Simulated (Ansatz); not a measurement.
C3H4O2S can be A, `C#CS(C)(=O)=O`, or B, `O=S1(=O)C=CC1`.

Computed with Ansatz on PBE0-D4/def2-TZVP structures; ΔE is electronic, products minus reactants. CBS: MP2 limit from def2 TZ/QZ plus the TZ coupled-cluster correction, frozen cores. DFT in def2-TZVPP.

(1) Which isomer does CCSD(T)/CBS put lower? Give the gap. (Estimate.)

(2) Give E(B) − E(A) in kJ/mol with BLYP-D4, r2SCAN-D4, PBE-D4, CCSD(T)/def2-TZVPP, CCSD/def2-TZVPP, PBE0-D4, LDA (SPW92). (Estimate.)

(3) Does the order hold for the free energy at 298.15 K (harmonic terms from PBE0-D4)? (Best estimate.)

Largest T1 diagnostic: 0.017.

Results:

(1) The calculation gave: B, by 84.8 kJ/mol.

(2) Computed: BLYP-D4 -75.4, r2SCAN-D4 -92.8, PBE-D4 -101.7, CCSD(T)/def2-TZVPP -83.7, CCSD/def2-TZVPP -82.3, PBE0-D4 -107.2, LDA (SPW92) -120.0. None reverses the order clearly.

(3) Computed: Yes: G(B) − G(A) = -73.3 kJ/mol.

Leaving LDA and LC-ωPBE aside and taking each functional with its dispersion term where it has one, the values, not all of them listed here, spread over 32.0 kJ/mol, from HSE06-D4 to BLYP-D4. LDA lies −19.4 kJ/mol from PBE without D4. In def2-TZVPP, CCSD(T) changes the Hartree–Fock value by −10.6 kJ/mol (the triples alone add −1.5 kJ/mol) and MP2 by −4.5 kJ/mol.
